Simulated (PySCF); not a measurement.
## Magnetisability: `C[C@@H]1CC[C@H]1S`, C₅H₁₀S

Geometry (Å), atoms numbered from 1 in this order:
```xyz
16

C    -1.6386   -1.0689    0.1393
C    -0.1869   -0.7057   -0.0998
C     0.6862   -0.3938    1.1315
C     1.2168    0.8608    0.4213
C     0.0955    0.7142   -0.6150
S     0.5642    0.8141   -2.3784
H    -2.1191   -0.3258    0.7729
H    -2.1751   -1.1182   -0.8059
H    -1.7100   -2.0382    0.6278
H     0.2829   -1.4508   -0.7447
H     1.4263   -1.1444    1.3972
H     0.0873   -0.1561    2.0082
H     2.2022    0.7104   -0.0148
H     1.2165    1.7861    0.9945
H    -0.7384    1.3979   -0.4577
H     0.7826    2.1273   -2.3878
```

Method used: PySCF 2.14.0, GIAO HF/pcSseg-1 magnetisability, rotational g tensor and spin-rotation constants, non-relativistic, gas phase. Geometry: GFN2-xTB.

(1) How diamagnetic is it, and how anisotropic?

(2) Split it along the inertial axes a, b, c into diamagnetic and paramagnetic parts about the centre of mass, with the quadrupole moment.

(3) And the rotational g tensor?

Answers

(1) Isotropic -1286 × 10⁻³⁰ J/T², or -77.5 × 10⁻⁶ cm³/mol; principal values -1393, -1328, -1138 × 10⁻³⁰ J/T², anisotropy 230 × 10⁻³⁰ J/T² (root of half the summed squared differences of the principal values). The susceptibility is in cgs units.

(2) 
| axis | χ (10⁻⁶ cm³/mol) | diamagnetic (10⁻⁶ cm³/mol) | paramagnetic (10⁻⁶ cm³/mol) | summed x² of all electrons (Å²) | quadrupole Θ (D Å) |
| --- | --- | --- | --- | --- | --- |
| a | -83.2 | -401.6 | 318.3 | 134.8 | -0.83 |
| b | -79.9 | -668.9 | 589.0 | 71.8 | -1.36 |
| c | -69.3 | -876.3 | 807.0 | 22.9 | +2.19 |

Anisotropies 2χaa − χbb − χcc = -17.2 and 2χbb − χaa − χcc = -7.4 × 10⁻⁶ cm³/mol. Θ is traceless in Buckingham's convention.

(3) 
| axis | rotational constant (GHz) | g | nuclear part | electronic part |
| --- | --- | --- | --- | --- |
| a | 4.3176 | +0.0009 | 0.6466 | -0.6457 |
| b | 2.1248 | -0.0025 | 0.5854 | -0.5879 |
| c | 1.5754 | -0.0113 | 0.5860 | -0.5973 |

Asymmetric top; isotopes 12C, 1H, 32S; no vibrational averaging.
